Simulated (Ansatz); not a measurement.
One stationary structure of MgSe. Level of theory: r2SCAN (plane waves to 500 eV, PAW, scalar-relativistic; Ansatz, a quantum-chemistry and plane-wave program).

```
CELL_PARAMETERS angstrom
      0.00000     2.73608     2.73608
      2.73608     0.00000     2.73608
      2.73608     2.73608     0.00000
ATOMIC_POSITIONS crystal
  Mg 0.50000 0.50000 0.50000
  Se 0.00000 0.00000 0.00000
```

Task: Find the space group and the Wyckoff positions (tolerance 0.01 Å).

Result: Space group Fm-3m (No. 225); a = b = c = 5.472 Å, α = β = γ = 90.00°

| atom | site | symmetry | x | y | z |
|---|---|---|---|---|---|
| Mg | 4b | m-3m | 0.5000 | 0.5000 | 0.5000 |
| Se | 4a | m-3m | 0.0000 | 0.0000 | 0.0000 |

This is the rock salt type.

Task: Give the shortest distances between elements (the closest pairs, up to four, under 3.6 Å).

Result: Mg–Se 2.74 Å.

```yaml
volume_per_atom: 20.48 Å³
band_gap: 2.48 eV, indirect (valence top at Γ, conduction bottom at X) (no spin-orbit coupling)
smallest_direct_gap: 3.44 eV at Γ
```

No spin polarisation in the result.

Measured for MgSe: a 5.46 Å (room temperature; as listed in M J Lucero, T M Henderson, G E Scuseria, Journal of Physics Condensed Matter (2012)). Computed minus measured — a: r2SCAN +0.2 %. The computed values are for a static lattice.

The run could not lose the symmetry of its start.
